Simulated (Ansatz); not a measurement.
# NS (doublet): the correlation ladder at distance N1–S2 = 3.312 Å, 6-31G

Aim: climb from Hartree-Fock through coupled cluster and multireference methods for NS (doublet) at one geometry and basis, and see what each rung misses.

Computed with Ansatz 0.2.0, Gaussian basis. Level: 6-31G, core rule «outside noble gas», up to 6 orbitals frozen.

To be run: UHF; CCSD(T) on ROHF; CCSD(T) on UHF; BCCD(T) on ROHF; CISD; CCSDT(Q) on UHF; CISDTQ; CASSCF and MRCISD+Q, 3 electrons in 3 orbitals; CASSCF and NEVPT2, 3 electrons in 3 orbitals; CASSCF and MRCISD+Q, 11 electrons in 8 orbitals; CASSCF and NEVPT2, 11 electrons in 8 orbitals; Full CI; Full CI in the symmetry of the determinant.

35 further runs of the same task are left out: 1 for a mislabelled method, 11 for a known fault of the program, 19 that didn't finish, 4 set aside as unsound or not needed.

## (1) What is computed

The geometry derives from a PBE0/def2-TZVP stationary point (not a proven minimum). One bond is set to the value named and the two fragments are kept rigid.

2 atoms, charge 0, spin multiplicity 2.

Atoms are counted from 1 here; the program's logs count them from 0.

No contacts short enough for the rule that draws bonds.

As a file:

| atom | x (Å) | y (Å) | z (Å) |
| --- | --- | --- | --- |
| N1 | 0.00000 | 0.00000 | 0.00000 |
| S2 | 0.00000 | 0.00000 | 3.31200 |

## (2) UHF

in.yaml

```yaml
crystal:
  periodic: [false, false, false]
  atoms:
    - {symbol: N, position_ang: [0.000000, 0.000000, 0.000000]}
    - {symbol: S, position_ang: [0.000000, 0.000000, 3.312000]}
basis:
  gaussian: {orbitals: 6-31G}
magnetization: {spin_polarized: true, initial_magnetization: 1}
hamiltonian: {xc: hf}
output: {orbitals: {seedname: orbitals}}
```

The run is started by

```sh
$ ansatz run in.yaml --threads 1 --pin off --events-out ev --progress --plain --max-ram 2393MiB
```

Further steps of the session: CCSD(T) on ROHF; CCSD(T) on UHF; BCCD(T) on ROHF; CISD; CCSDT(Q) on UHF; CISDTQ; CASSCF and MRCISD+Q, 3 electrons in 3 orbitals; CASSCF and NEVPT2, 3 electrons in 3 orbitals; CASSCF and MRCISD+Q, 11 electrons in 8 orbitals; CASSCF and NEVPT2, 11 electrons in 8 orbitals; Full CI; Full CI in the symmetry of the determinant.

**Question.** What will the summary of the whole plan be? Wanted: FCI below the RHF energy; UMP2 from FCI; UCCSD(T) from FCI; UCCSDT(Q) from FCI; NEVPT2 valence from FCI; MRCISD+Q valence from FCI; T1 diagnostic; effectively unpaired electrons.

The runs gave:

| quantity | value |
| --- | --- |
| FCI below the RHF energy | -7.4792 eV |
| UMP2 from FCI | +8.67 kcal/mol |
| UCCSD(T) from FCI | +0.44 kcal/mol |
| UCCSDT(Q) from FCI | +0.08 kcal/mol |
| NEVPT2 valence from FCI | +13.10 kcal/mol |
| MRCISD+Q valence from FCI | +0.08 kcal/mol |
| levels within 1 kcal/mol (43 meV) | UCCSD, UCCSD(T), UCCSDT, UCCSDT(Q), MRCISD+Q valence |
| T1 diagnostic | 0.421 |
| effectively unpaired electrons | 4.88 |

In words: UCCSD(T) lands +0.44 kcal/mol from the yardstick (0.3 % of the correlation energy). With 4.9 effectively unpaired electrons against 1 the state is strongly multireference. Coupled cluster on one determinant still stays close here. Of the multireference levels listed MRCISD+Q valence comes nearest in total energy (+0.08 kcal/mol), which doesn't show that its space is the better one. The lowest state has another symmetry than the determinant, whose own symmetry lies 0.11 eV higher, so single-reference misses include that gap. Coupled cluster took another determinant than the lowest Hartree-Fock one. These misses are within one basis, not against nature; the frozen cores of restricted and unrestricted runs differ, which can shift their rows.
